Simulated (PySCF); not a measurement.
**First hyperpolarisability: 1,1-dimethylcyclopropane, C₅H₁₀**

Molfile (atoms numbered from 1):
```
C5H10
     RDKit          3D

 15 15  0  0  0  0  0  0  0  0999 V2000
   -1.3393   -0.7611   -0.1080 C   0  0  0  0  0  0  0  0  0  0  0  0
    0.0023   -0.0834   -0.0272 C   0  0  0  0  0  0  0  0  0  0  0  0
    1.1573   -0.9161   -0.5156 C   0  0  0  0  0  0  0  0  0  0  0  0
    0.0551    1.3949   -0.2661 C   0  0  0  0  0  0  0  0  0  0  0  0
    0.2477    0.8482    1.1209 C   0  0  0  0  0  0  0  0  0  0  0  0
   -1.5794   -1.0331   -1.1404 H   0  0  0  0  0  0  0  0  0  0  0  0
   -2.1352   -0.1094    0.2598 H   0  0  0  0  0  0  0  0  0  0  0  0
   -1.3525   -1.6773    0.4903 H   0  0  0  0  0  0  0  0  0  0  0  0
    2.1011   -0.3725   -0.4315 H   0  0  0  0  0  0  0  0  0  0  0  0
    1.0234   -1.1942   -1.5655 H   0  0  0  0  0  0  0  0  0  0  0  0
    1.2486   -1.8390    0.0652 H   0  0  0  0  0  0  0  0  0  0  0  0
    0.9214    1.7989   -0.7765 H   0  0  0  0  0  0  0  0  0  0  0  0
   -0.8731    1.9103   -0.4834 H   0  0  0  0  0  0  0  0  0  0  0  0
    1.2440    0.8831    1.5456 H   0  0  0  0  0  0  0  0  0  0  0  0
   -0.5506    0.9945    1.8388 H   0  0  0  0  0  0  0  0  0  0  0  0
  1  2  1  0
  2  3  1  0
  2  4  1  0
  4  5  1  0
  5  2  1  0
  1  6  1  0
  1  7  1  0
  1  8  1  0
  3  9  1  0
  3 10  1  0
  3 11  1  0
  4 12  1  0
  4 13  1  0
  5 14  1  0
  5 15  1  0
M  END
```

Computed with quadratic response CAM-B3LYP/def2-TZVPD first hyperpolarisability, Taylor convention, gas phase in PySCF 2.14.0. Geometry: PBE0-D3(BJ)/def2-TZVP.

Problem. Give β for the processes computed.

Solution. In au, Taylor convention; the vector part is βᵢ = ⅓ Σⱼ (βᵢⱼⱼ + βⱼᵢⱼ + βⱼⱼᵢ); β∥ is 3/5 of the vector part along the dipole, the dipole points from − to +:
```tsv
process	λ (nm)	β vector norm	β∥	β HRS	depolarisation ratio
static β(0;0,0)	∞	33.0	-19.8	13.9	4.70
second harmonic β(−2ω;ω,ω)	1907	34.5	-20.7	14.5	4.71
Pockels β(−ω;ω,0)	1907	33.5	-20.1	–	–
second harmonic β(−2ω;ω,ω)	1064	38.3	-23.0	16.0	4.72
Pockels β(−ω;ω,0)	1064	34.6	-20.8	–	–
```

Problem. Which lowest excitations, dipole and polarisabilities go with it?

Solution. S1 7.20 eV (f = 0.038); S2 7.63 eV (f = 0.024); S3 7.87 eV (f = 0.002); dipole 0.13 D; isotropic α 60.3 au static, 60.4 au at 1907 nm, 60.7 au at 1064 nm, 60.8 au at 953.5 nm, 62.1 au at 532 nm.
